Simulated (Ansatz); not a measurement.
# How the Voigt–Reuss–Hill bulk modulus of corundum (α-Al2O3) moves with the method

No measured value is used here.

| level (code) | value (GPa) | cell (Å³/atom) |
|---|---|---|
| LDA (Ansatz) | 257 | 8.32 |
| PBE (Ansatz) | [?] | 8.76 |
| PBEsol (Ansatz) | 251 | 8.48 |
| r²SCAN (Ansatz) | 257 | 8.48 |
| HSE06 (Ansatz) | 258 | 8.46 |

Task: Fill in the missing entries.

Result: 
- PBE (Ansatz, a quantum-chemistry and plane-wave program), value (GPa): 230

Values are at the level's own equilibrium cell; PBEsol at the measured cell; r²SCAN at the measured cell. Cutoffs differ between the levels. Ansatz's density-functional and Hartree–Fock values are scalar-relativistic unless marked +SOC, with PAW data made under PBE.
